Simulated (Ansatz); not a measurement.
**Si₂C+ (doublet): from Hartree-Fock to the top rungs, def2-QZVPP**

The task here is to estimate one member of a computed series from the others.

Method: def2-QZVPP, core rule «outside noble gas», up to 11 orbitals frozen; program: Ansatz 0.2.0, Gaussian basis.

The runs, in order: UHF; ROHF; CCSD(T) on UHF.

2 further runs of the same task are left out: 2 set aside as unsound or not needed.

## What is computed

The geometry is a PBE0/def2-TZVP stationary point (not a proven minimum) of the parent state, kept for this charge and spin.

3 atoms, charge 1, spin multiplicity 2.

Atoms are counted from 1 here; the program's logs count them from 0.

Bond lengths: Si1–C2 1.686 Å, C2–Si3 1.686 Å. Angles: Si1–C2–Si3 180.0°.

As a file:

```xyz
3
charge 1, multiplicity 2
Si    0.0000    0.0000    1.6856
C     0.0000    0.0000    0.0000
Si    0.0000    0.0000   -1.6856
```

The first run:

in.yaml reads:

```yaml
crystal:
  periodic: [false, false, false]
  atoms:
    - {symbol: Si, position_ang: [0.000000, 0.000000, 1.685600]}
    - {symbol: C, position_ang: [0.000000, 0.000000, 0.000000]}
    - {symbol: Si, position_ang: [0.000000, 0.000000, -1.685600]}
basis:
  gaussian: {orbitals: "def2-QZVPP.json"}
total_charge: 1
magnetization: {spin_polarized: true, initial_magnetization: 1}
hamiltonian: {xc: hf}
output: {orbitals: {seedname: orbitals}}
```

On the command line:

```
ansatz run in.yaml --threads 1 --pin off --events-out ev --progress --plain --max-ram 2393MiB
```

Among the steps run: UHF; ROHF; CCSD(T) on UHF.

One of the session's tables, all rows but one given; the rest of the session is left out.

| method | from UCCSD(T) (meV) |
| --- | --- |
| ROHF | +9210.5 |
| UHF | +9123.4 |
| UMP2 | ? |
| UCCSD | +475.0 |
| UCCSD(T) | 0 |

Estimate the missing values for UMP2.

The run gave: from UCCSD(T) (meV): +1334.6. In the column «from UCCSD(T) (meV)» it lies between UCCSD (+475.0) and UHF (+9123.4).
